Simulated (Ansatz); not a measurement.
**Telling isomers of CH8AlN apart by their spectra**

These gas-phase data were calculated for one isomer of CH8AlN at PBE-D3(BJ)/def2-SVP (harmonic, unscaled wavenumbers; equilibrium rotational constants with average atomic masses):

* rotational constants: 21.48, 4.433, 4.079 GHz
* all wavenumbers above 1500 cm⁻¹: 3461, 3393, 3100, 3078, 2981, 1814, 1803, 1801, 1569
* dipole moment: 5.36 D (PBE0/def2-TZVPD)

Candidates:

(1) `[CH3][AlH2-][NH3+]`, a singlet
(2) `C[NH2+][AlH3-]`, a singlet

Task: Assign the data to one candidate and say why.

Result: Candidate (2). 2 modes lie between 3250 and 3800 cm⁻¹, one for each N–H bond, while (1) has 3.

The same quantities for all candidates:

|  | rotational constants (GHz) | wavenumbers above 1500 cm⁻¹ | dipole (D) | E above the lowest, PBE-D3(BJ)/def2-SVP (kcal/mol) |
| --- | --- | --- | --- | --- |
| (1) | 12.73, 5.326, 4.18 | 3501, 3499, 3379, 3041, 3039, 2949, 1801, 1790, 1576, 1575 | 5.18 | 0.0 |
| (2) | 21.48, 4.433, 4.079 | 3461, 3393, 3100, 3078, 2981, 1814, 1803, 1801, 1569 | 5.36 | 13.2 |

Programs: Ansatz 0.2.0.
